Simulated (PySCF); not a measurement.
Cyanoallene, C4H3N.
SMILES: `C=C=CC#N`

Computed with wB97X-D/def2-SVPD in PySCF (dipole) on a GFN2-xTB geometry, gas phase.

Masses are those of the commonest isotopes; rigid-rotor values at the optimised geometry. 

What are A, B and C (GHz)?

Ia = 19.67, Ib = 182.84, Ic = 199.12 u·Å²; 505379 MHz·u·Å²/I gives 25695, 2764 and 2538 MHz, that is A = 25.695, B = 2.7640, C = 2.5380 GHz.

What kind of rotor is it?

A near-prolate asymmetric top; Ray's κ = -0.980.

Is it planar, by Δ = Ic − Ia − Ib?

Not planar: Δ = Ic − Ia − Ib = -3.39 u·Å². For a rigid frame Δ = −2 Σ m c², so Σ m c² = 1.69 u·Å² lies off the ab plane, practically all of it from hydrogen. The atom farthest from that plane is 0.92 Å away.

List the rotational levels J(Ka,Kc) to J = 3 (MHz).

Above 0(0,0):
J = 1: 1(0,1) 5302, 1(1,1) 28233, 1(1,0) 28459
J = 2: 2(0,2) 15904, 2(1,2) 38611, 2(1,1) 39289, 2(2,1) 108083, 2(2,0) 108084
J = 3: 3(0,3) 31804, 3(1,3) 54177, 3(1,2) 55533, 3(2,2) 123989, 3(2,1) 123997, 3(3,1) 239211, 3(3,0) 239211
Those of J = 1 are B + C, A + C and A + B.

Which lines would a microwave search look for?

The dipole components are |μa| = 4.28 D, |μb| = 1.37 D, |μc| = 0.00 D; the mirror of this Cs structure is the ab plane, so μc vanishes by symmetry and there are no c-type lines. The squared components, which scale the intensities, stand as 1.00 : 0.10 (a : b). Some lines, for components of 0.1 D or more:

| type | branch | J(Ka,Kc) | MHz | lower level (cm⁻¹) |
| --- | --- | --- | --- | --- |
| a | Q | 2(1,1) ← 2(1,2) | 678 | 1.288 |
| a | Q | 3(1,2) ← 3(1,3) | 1356 | 1.807 |
| a | R | 1(0,1) ← 0(0,0) | 5302 | 0.000 |
| a | R | 2(1,2) ← 1(1,1) | 10378 | 0.942 |
| a | R | 2(0,2) ← 1(0,1) | 10602 | 0.177 |
| a | R | 2(1,1) ← 1(1,0) | 10830 | 0.949 |
| a | R | 3(1,3) ← 2(1,2) | 15566 | 1.288 |
| a | R | 3(0,3) ← 2(0,2) | 15899 | 0.531 |
| a | R | 3(2,2) ← 2(2,1) | 15906 | 3.605 |
| a | R | 3(2,1) ← 2(2,0) | 15913 | 3.605 |
| a | R | 3(1,2) ← 2(1,1) | 16244 | 1.311 |
| b | Q | 1(1,0) ← 1(0,1) | 23157 | 0.177 |
| b | Q | 2(1,1) ← 2(0,2) | 23385 | 0.531 |
| b | Q | 3(1,2) ← 3(0,3) | 23729 | 1.061 |
| b | R | 1(1,1) ← 0(0,0) | 28233 | 0.000 |
| b | R | 2(1,2) ← 1(0,1) | 33309 | 0.177 |
| b | R | 3(1,3) ← 2(0,2) | 38273 | 0.531 |
| b | Q | 3(2,1) ← 3(1,2) | 68464 | 1.852 |
| b | Q | 2(2,0) ← 2(1,1) | 68795 | 1.311 |
| b | Q | 2(2,1) ← 2(1,2) | 69472 | 1.288 |
| b | Q | 3(2,2) ← 3(1,3) | 69812 | 1.807 |
| b | R | 2(2,0) ← 1(1,1) | 79851 | 0.942 |
| b | R | 3(2,2) ← 2(1,1) | 84700 | 1.311 |
| b | R | 3(2,1) ← 2(1,2) | 85386 | 1.288 |
| b | Q | 3(3,0) ← 3(2,1) | 115214 | 4.136 |
| b | Q | 3(3,1) ← 3(2,2) | 115222 | 4.136 |
| b | R | 3(3,1) ← 2(2,0) | 131126 | 3.605 |
| b | R | 3(3,0) ← 2(2,1) | 131128 | 3.605 |

Estimate the classical rotational partition function at 100 K, 200 K and 500 K.

Point group Cs, symmetry number σ = 1; q = (√π/σ)·√((kT/h)³/(ABC)), k/h = 20836.6 MHz/K: 12600 at 100 K, 35500 at 200 K, 140000 at 500 K.

GFN2-xTB frequencies: not computed here. Constants of a rigid frame at the computed geometry: no zero-point averaging, no centrifugal distortion. Quadrupole hyperfine structure (14N) is left out.

Hardware: one thread, Arm Neoverse V1 (shared host). Cost: 8.4 s. This is the wB97X-D/def2-SVPD job that gave the dipole, with the excitations it also computed.
